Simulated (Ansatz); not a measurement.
Two isomers of C5H8O: A = `C=C1OC1(C)C`, B = `C1=COCCC1`.

Calculated with Ansatz (gas phase, PBE0-D4/def2-TZVP geometries, no zero-point term in ΔE). CCSD(T)/CBS adds triple-zeta CCSD(T) − MP2 to the extrapolated MP2 energy (def2 sets, frozen cores). DFT in def2-TZVPP. B3LYP here is the variant with VWN-RPA as its local correlation; programs differ in this.

(1) Which is lower in electronic energy at CCSD(T)/CBS, and by how much? (Best estimate.)

(2) Give E(B) − E(A) in kJ/mol with r2SCAN-D4, B2PLYP, HF/def2-TZVPP, CCSD/def2-TZVPP, MP2/def2-TZVPP, B3LYP-D4, ωB97M-V. (Best estimate.)

Largest T1 diagnostic: 0.012.

Results:

(1) Computed: B, by 102.6 kJ/mol.

(2) The calculation gave: r2SCAN-D4 -89.2, B2PLYP -94.4, HF/def2-TZVPP -111.6, CCSD/def2-TZVPP -105.2, MP2/def2-TZVPP -98.1, B3LYP-D4 -95.0, ωB97M-V -98.0. None reverses the order clearly.

In def2-TZVPP, CCSD(T) changes the Hartree–Fock value by +9.9 kJ/mol (the triples alone add +3.5 kJ/mol) and MP2 by +13.5 kJ/mol. The D4 term adds −4.8 kJ/mol with B3LYP and −2.2 kJ/mol with PBE0; it sums over pairs of atoms, weighted by their polarisabilities, and B3LYP, whose exchange is more repulsive, gets the larger term.
